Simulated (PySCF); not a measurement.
# AlHSCl (SMILES [SH][Al][Cl]): levels of theory compared

Aim: a comparison of 3 runs (U-r2SCAN/STO-3G, UB3LYP/STO-3G, UPBE0/STO-3G) of AlHSCl. The job is set up through a Python script.

Program for the calculation: PySCF 2.14.0.

8 further runs of the same task are left out: 8 set aside as unsound or not needed.

## (1) The molecule

AlHSCl has 4 atoms, charge 0, and is taken as a doublet. SMILES: `[SH][Al][Cl]`. The S1–Al2 distance was set to 6.141 Å, away from the relaxed value. At this shape a bond of the SMILES string is far longer than usual.

Bond lengths: Al2–Cl3 2.107 Å, S1–H4 1.345 Å.

## (2) A single-point energy at U-r2SCAN/STO-3G (run 1)

Contents of run.py:

```python
from pyscf import gto, dft

mol = gto.Mole()
mol.atom = 'S 1.940815 3.704331 -3.181532; Al -0.394100 -0.525900 0.609100; Cl 0.226200 -2.507400 0.251000; H 1.284615 4.707531 -2.572432'
mol.basis = 'sto-3g'
mol.max_memory = 1860
mol.verbose = 4
mol.spin = 1
mol.build()

mf = dft.UKS(mol)
mf.xc = 'r2scan'
mf.grids.level = 5
mf.conv_tol = 1e-10
mf.kernel()
if not mf.converged:
    mf = mf.newton().run(mf.mo_coeff, mf.mo_occ)

e_tot = mf.e_tot
print('E(%s) = %.9f' % ('R2SCAN', e_tot))
```

Run with:

```
$ OMP_NUM_THREADS=1 python run.py
```

The log of the run:

```text
PySCF version 2.14.0

[... 56 lines left out ...]
WARN: HOMO -0.225438479405213 >= LUMO -0.225438479405211
[... 16 lines left out ...]
WARN: beta  nocc = 23  HOMO 0.0378226604169711 >= LUMO 0.0384083845909505
[... 1 line left out ...]
WARN: HOMO 0.0384083769773734 >= LUMO 0.0384083845909505
[... 58 lines left out ...]
converged SCF energy = -1088.98108901646  <S^2> = 0.75129952  2S+1 = 2.0012991
E(R2SCAN) = -1088.981089016
```

Run time: 9.9 s. Hardware: 1 thread of Arm Neoverse V2, shared host; peak memory 0.25 GiB.

## (3) A single-point energy at UB3LYP/STO-3G (run 2)

Contents of calc.py:

```python
from pyscf import gto, dft

system = gto.Mole()
system.atom = 'S 1.940815 3.704331 -3.181532; Al -0.394100 -0.525900 0.609100; Cl 0.226200 -2.507400 0.251000; H 1.284615 4.707531 -2.572432'
system.spin = 1
system.max_memory = 1860
system.verbose = 3
system.basis = 'sto-3g'
system.build()

myscf = dft.UKS(system, xc='b3lyp')
myscf.conv_tol = 1e-10
myscf.grids.level = 5
myscf.kernel()
if not myscf.converged:
    myscf = myscf.newton().run(myscf.mo_coeff, myscf.mo_occ)

etot = myscf.e_tot
print(f'total energy: {etot:.8f} hartree')
```

Run with:

```
$ OMP_NUM_THREADS=1 python calc.py
```

The log of the run:

```text
WARN: HOMO 0.00888265863992344 >= LUMO 0.00888264019748475

converged SCF energy = -1089.03979005063  <S^2> = 0.75075224  2S+1 = 2.0007521
total energy: -1089.03979005 hartree
```

Wall time 4.2 s (1 thread of Arm Neoverse V2, shared host); peak memory 0.22 GiB.

## (4) The energy at UPBE0/STO-3G (run 3)

Contents of run.py:

```python
from pyscf import gto, dft

molecule = gto.M(
    atom=[
    ('S', (1.940815, 3.704331, -3.181532)),
    ('Al', (-0.394100, -0.525900, 0.609100)),
    ('Cl', (0.226200, -2.507400, 0.251000)),
    ('H', (1.284615, 4.707531, -2.572432)),
],
    charge=0,
    basis='sto-3g',
    verbose=3,
    max_memory=1860,
    spin=1,
)

mf = dft.UKS(molecule)
mf.xc = 'pbe0'
mf.conv_tol = 1e-10
mf.grids.level = 5
mf.kernel()
if not mf.converged:
    mf = mf.newton().run(mf.mo_coeff, mf.mo_occ)

etot = mf.e_tot
print('E(%s) = %.9f' % ('PBE0', etot))
```

Run with:

```
$ OMP_NUM_THREADS=1 python run.py
```

The log of the run:

```text
WARN: HOMO -0.239164893838963 >= LUMO -0.23916489383896

WARN: HOMO 0.00767977314856766 >= LUMO 0.00767973951416911

converged SCF energy = -1088.66363716343  <S^2> = 0.75090447  2S+1 = 2.0009043
E(PBE0) = -1088.663637163
```

It took 3.6 s on 1 thread of Arm Neoverse V2, shared host; peak memory 0.22 GiB.

## (5) The series

```
run            level   energy (Eh)  dipole moment (D)  HOMO energy (eV)  LUMO energy (eV)  wall time
  1  U-r2SCAN/STO-3G  -1088.981089               4.21             -1.93             -0.96      9.9 s
  2    UB3LYP/STO-3G  -1089.039790               4.27             -2.96             -0.43      4.2 s
  3     UPBE0/STO-3G  -1088.663637               4.38             -3.24             -0.02      3.6 s
```

## (6) What came out

| quantity | value |
| --- | --- |
| run 3: total energy | -1088.66364 Eh |
| run 3: dipole moment | 4.38 D |
| run 3: HOMO energy (highest over α and β) | -3.24 eV |
| run 3: LUMO energy (lowest over α and β) | -0.02 eV |
| run 3: ⟨S²⟩ | 0.751 |

In words: The dipole moment (its size) runs from 4.21 D (U-r2SCAN/STO-3G) to 4.38 D (UPBE0/STO-3G). Totals of different functionals can't be ranked against each other. In runs 1, 2, 3 the basis is minimal, so the values are rough. All runs together took 18 s, the longest 9.9 s.
